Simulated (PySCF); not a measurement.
C₃H₂N (doublet state).
Numbering: `[H]/[C:1]=[CH:2]\[C:3]#[N:4]` (hydrogens: H5 on C1; H6 on C2)

A GFN2-xTB structure was refined with PBE0-D3(BJ)/def2-SVP geometry optimisation, gas phase (PySCF 2.14.0). Its GFN2-xTB values:

```
coordinate  GFN2-xTB
     C1=C2   1.300 Å
     C1–H5   1.065 Å
     C2–C3   1.423 Å
     C2–H6   1.085 Å
     C3≡N4   1.145 Å
  C1–C2–C3    122.0°
  C1–C2–H6    123.5°
  C2–C1–H5    138.1°
  C2–C3–N4    178.6°
  C3–C2–H6    114.5°
```

**Question.** How do these coordinates change at the PBE0-D3(BJ)/def2-SVP level?

**Answer.** 
| coordinate | PBE0-D3(BJ)/def2-SVP (Å or °) | change |
| --- | --- | --- |
| C1–H5 | 1.090 | +0.025 |
| C1=C2 | 1.322 | +0.022 |
| C3≡N4 | 1.160 | +0.015 |
| C2–H6 | 1.098 | +0.013 |
| C2–C3 | 1.432 | +0.009 |
| C1–C2–H6 | 120.9 | -2.6 |
| C3–C2–H6 | 116.5 | +2.0 |
| C2–C3–N4 | 179.9 | +1.3 |
| C1–C2–C3 | 122.5 | +0.5 |
| C2–C1–H5 | 137.9 | -0.2 |

The energy falls by 1.2 kcal/mol over 5 energy and gradient evaluations, the largest force component goes from 0.0336 to 2.6e-04 Eh/bohr, and the atoms move by 0.027 Å rms after alignment. The bond that changes most is C1–H5 (ends: carbon bonded to C and H; hydrogen on carbon), which lengthens by 0.025 Å. Bonds longer at the end by more than 0.005 Å: 5 of 5; shorter: 0. Rotational constants go from 50075, 5504, 4959 to 49855, 5338, 4822 MHz.

The run used 66 basis functions and 42 SCF cycles in all.

No PBE0-D3(BJ)/def2-SVP frequencies stand behind this structure, so it isn't proved a minimum. ⟨S²⟩ = 0.773 (exact for a doublet: 0.75).
